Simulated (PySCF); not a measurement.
**BPH6 (SMILES [BH3-][PH3+]) at SVWN5/def2-SVPD**

What is the energy change on altering one bond length of BPH6 at SVWN5/def2-SVPD? The job is set up through a Python script.

The results are computed with PySCF 2.14.0.

2 further runs of the same task are left out: 2 set aside as unsound or not needed.

## Step 1: Starting point

The species is BPH6 (8 atoms), meant as a singlet with charge 0. As SMILES, `[BH3-][PH3+]`. Geometry: relaxed at PBE0-D4/def2-TZVP.

Bond lengths: B1–P2 1.910 Å, B1–H3 1.209 Å, B1–H4 1.209 Å, B1–H5 1.209 Å, P2–H6 1.408 Å, P2–H7 1.409 Å, P2–H8 1.408 Å. Some angles: B1–P2–H6 118.0°, B1–P2–H7 118.1°, B1–P2–H8 118.0°, P2–B1–H3 103.8°, P2–B1–H4 103.8°, P2–B1–H5 103.8°, H6–P2–H7 99.7°, H6–P2–H8 99.7°, H7–P2–H8 99.7°, H3–B1–H4 114.5°.

## Step 2: A single-point energy at SVWN5/def2-SVPD

File input.py:

```python
from pyscf import gto, dft

system = gto.M(
    atom='''
B   -0.556100   0.227200  -0.914000
P    0.433900  -0.181600   0.667700
H   -1.693400   0.343100  -0.520100
H   -0.367800  -0.730200  -1.628000
H   -0.055500   1.254200  -1.309900
H    0.418800   0.755700   1.718800
H    1.823100  -0.380300   0.547100
H    0.089200  -1.345200   1.382600
''',
    verbose=3,
    spin=0,
    max_memory=1860,
    charge=0,
    basis='def2-svpd',
)

mf = dft.RKS(system, xc='svwn')
mf.grids.level = 5
mf.conv_tol = 1e-10
mf.kernel()
if not mf.converged:
    mf = mf.newton().run(mf.mo_coeff, mf.mo_occ)

etot = mf.e_tot
print('E(%s) = %.9f' % ('SVWN5', etot))
```

Run with:

```
$ OMP_NUM_THREADS=1 python input.py
```

Standard output:

```text
converged SCF energy = -368.045144705691
E(SVWN5) = -368.045144706
```

It took 8.4 s on 1 thread of Arm Neoverse V2, shared host; peak memory 0.31 GiB.

## Step 3: The distorted shape, same level

File job.py:

```python
from pyscf import gto, dft

mol = gto.M(
    atom=[
    ('B', (-0.706277, -0.080894, -0.795232)),
    ('P', (0.283723, -0.489694, 0.786468)),
    ('H', (-1.843577, 0.035006, -0.401332)),
    ('H', (-0.517977, -1.038294, -1.509232)),
    ('H', (-0.055500, 1.254200, -1.309900)),
    ('H', (0.268623, 0.447606, 1.837568)),
    ('H', (1.672923, -0.688394, 0.665868)),
    ('H', (-0.060977, -1.653294, 1.501368)),
],
    spin=0,
    max_memory=1860,
    basis='def2-svpd',
    verbose=3,
)

calc0 = dft.RKS(mol)
calc0.xc = 'svwn'
calc0.grids.level = 5
calc0.conv_tol = 1e-10
calc0.kernel()
if not calc0.converged:
    calc0 = calc0.newton().run(calc0.mo_coeff, calc0.mo_occ)

etot = calc0.e_tot
print('Final energy', etot)
```

Run with:

```
$ OMP_NUM_THREADS=1 python job.py
```

Standard output:

```text
converged SCF energy = -368.018111695013
Final energy -368.0181116950135
```

It took 8.1 s on 1 thread of Arm Neoverse V2, shared host; peak memory 0.3 GiB.

## Step 4: Outcome

Level: SVWN5/def2-SVPD.

```
                                                         quantity          value
                                        first shape: total energy  -368.04514 Eh
                                       first shape: dipole moment         3.93 D
                                         first shape: HOMO energy       -7.28 eV
                                         first shape: LUMO energy       -0.71 eV
                                       first shape: HOMO–LUMO gap        6.57 eV
                                    distorted shape: total energy  -368.01811 Eh
                                   distorted shape: dipole moment         4.13 D
                                     distorted shape: HOMO energy       -6.63 eV
                                     distorted shape: LUMO energy       -0.80 eV
                                   distorted shape: HOMO–LUMO gap        5.82 eV
energy change with the B1–H5 bond stretched from 1.209 to 1.572 Å       0.736 eV
```

With the B1–H5 bond stretched from 1.209 to 1.572 Å the energy rises by 0.74 eV (17.0 kcal/mol). The first shape isn't relaxed at this level, so the change isn't measured from a minimum. Mulliken charges (first shape) run from -1.44 on B1 to +0.36 on H4; in a basis this large or diffuse they mean little.
